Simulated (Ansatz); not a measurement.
**SiP+ (singlet): wave-function methods side by side, 6-31G**

Aim: climb from Hartree-Fock through coupled cluster and multireference methods for SiP+ (singlet) at one geometry and basis, and see what each rung misses.

The runs use Ansatz 0.2.0, Gaussian basis; 6-31G, core rule «outside noble gas», up to 10 orbitals frozen.

The runs, in order: UHF; CCSD(T) on RHF; CCSD(T) on UHF; BCCD(T) on RHF; CISD; CCSDT(Q) on RHF; CCSDT(Q) on UHF; CISDTQ; CCSDTQ on RHF; CCSDTQ on UHF; CASSCF and MRCISD+Q, 8 electrons in 8 orbitals; CASSCF and NEVPT4(SD), 8 electrons in 8 orbitals; CASSCF and NEVPT2, 8 electrons in 8 orbitals; Full CI; Full CI in the symmetry of the determinant.

10 further runs of the same task are left out: 6 that didn't finish, 4 set aside as unsound or not needed.

## (1) The system

The geometry is a PBE0/def2-TZVP stationary point (not a proven minimum) of the parent state, kept for this charge and spin.

2 atoms, charge 1, spin multiplicity 1.

Atoms are counted from 1 here; the program's logs count them from 0.

Bond lengths: Si1–P2 2.217 Å.

## (2) UHF

File in.yaml:

```yaml
crystal:
  periodic: [false, false, false]
  atoms:
    - {symbol: Si, position_ang: [0.000000, 0.000000, 0.000000]}
    - {symbol: P, position_ang: [0.000000, 0.000000, 2.216600]}
basis:
  gaussian: {orbitals: 6-31G}
total_charge: 1
magnetization: {spin_polarized: true, initial_magnetization: 0}
hamiltonian: {xc: hf}
output: {orbitals: {seedname: orbitals}}
```

Launch:

```bash
$ ansatz run in.yaml --threads 1 --pin off --events-out ev --progress --plain --max-ram 2393MiB
```

After this run come: CCSD(T) on RHF; CCSD(T) on UHF; BCCD(T) on RHF; CISD; CCSDT(Q) on RHF; CCSDT(Q) on UHF; CISDTQ; CCSDTQ on RHF; CCSDTQ on UHF; CASSCF and MRCISD+Q, 8 electrons in 8 orbitals; CASSCF and NEVPT4(SD), 8 electrons in 8 orbitals; CASSCF and NEVPT2, 8 electrons in 8 orbitals; Full CI; Full CI in the symmetry of the determinant.

**Question.** What will the summary of the whole plan be? Wanted: FCI below the RHF energy; NEVPT2 valence from FCI; NEVPT4(SD) valence from FCI; MRCISD+Q valence from FCI; T1 diagnostic; effectively unpaired electrons.

The runs gave:

```
                         quantity                                                 value
         FCI below the RHF energy                                            -3.1522 eV
          NEVPT2 valence from FCI                                        +4.39 kcal/mol
      NEVPT4(SD) valence from FCI                                        +0.48 kcal/mol
        MRCISD+Q valence from FCI                                         0.00 kcal/mol
levels within 1 kcal/mol (43 meV)  NEVPT4(SD) valence, MRCISD valence, MRCISD+Q valence
                    T1 diagnostic                                                 0.036
   effectively unpaired electrons                                                  2.24
```

With 2.2 effectively unpaired electrons against 0 the state is strongly multireference. Of the multireference levels listed MRCISD+Q valence comes nearest in total energy (0.00 kcal/mol), which doesn't show that its space is the better one. The lowest state has another symmetry than the determinant, whose own symmetry lies 0.12 eV higher, so single-reference misses include that gap. Coupled cluster took another determinant than the lowest Hartree-Fock one. These misses are within one basis, not against nature.
